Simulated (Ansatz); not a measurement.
**SiCl₂: small, medium and large basis sets**

How large a basis does SiCl₂ need? Two functionals and correlated methods are run in growing sets.

Program: Ansatz 0.2.0, Gaussian basis. Level of theory: one geometry, several basis sets. These are calculated values, not measurements.

Levels to be run: PBE0-D4/def2-SVP; ωB97M-V/def2-SVP; PBE0-D4/def2-QZVPP; ωB97M-V/def2-QZVPP; CCSD(T)/cc-pV(D+d)Z; CCSD(T)/cc-pV(T+d)Z; CCSD(T)/cc-pV(Q+d)Z; the functionals' def2-TZVPP values are taken from earlier runs.

### Step 1. Structure used throughout

The geometry comes from an earlier relaxation with PBE0-D4 in a triple-zeta def2 set; it is a stationary point.

3 atoms, charge 0, spin multiplicity 1.

Atoms are counted from 1 here; the program's logs count them from 0.

Bond lengths: Cl1–Si2 2.077 Å, Si2–Cl3 2.077 Å. Angles: Cl1–Si2–Cl3 101.3°.

### Step 2. PBE0-D4 in def2-SVP

in.yaml reads:

```yaml
crystal:
  periodic: [false, false, false]
  atoms:
    - {symbol: Cl, position_ang: [0.293807, 1.603811, 0.338022]}
    - {symbol: Si, position_ang: [-0.770143, -0.010439, -0.422046]}
    - {symbol: Cl, position_ang: [0.476336, -1.593372, 0.084025]}
basis:
  gaussian: {orbitals: def2-SVP}
hamiltonian: {xc: pbe0, dispersion: d4}
output: {orbitals: {seedname: orbitals}}
```

Further steps of the session: ωB97M-V in def2-SVP; PBE0-D4 in def2-QZVPP; ωB97M-V in def2-QZVPP; CCSD(T) in cc-pV(D+d)Z; CCSD(T) in cc-pV(T+d)Z; CCSD(T) in cc-pV(Q+d)Z.

Before running them: what should the planned runs give, taken together? Wanted: MP2 correlation recovered, cc-pV(D+d)Z; MP2 correlation recovered, cc-pV(T+d)Z; MP2 correlation recovered, cc-pV(Q+d)Z; CCSD(T) limit from def2 sets; PBE0-D4: double and triple zeta above quadruple; ωB97M-V: double and triple zeta above quadruple.

**Answer**, as computed:

```
                                                                 quantity           value
                                   MP2 correlation recovered, cc-pV(D+d)Z          63.5 %
                                   MP2 correlation recovered, cc-pV(T+d)Z          85.4 %
                                   MP2 correlation recovered, cc-pV(Q+d)Z          93.9 %
CCSD(T) limit from def2 sets (earlier runs) less the limit of this series        -166 meV
                          PBE0-D4: double and triple zeta above quadruple  12.49, 1.00 eV
                          ωB97M-V: double and triple zeta above quadruple  12.35, 0.95 eV
```

What this shows: PBE0-D4 gains 11.49 eV from double to triple zeta, then 1.00 eV more. In cc-pV(D+d)Z MP2 holds 63 % of its limit, in cc-pV(Q+d)Z 94 %, while Hartree-Fock is within 0.080 eV in the largest set. A limit from the def2 sets, made apart, differs by 166 meV, a least measure of the doubt on such a limit. These are total energies; as a rule much of such shifts cancels in differences, which this series doesn't test.
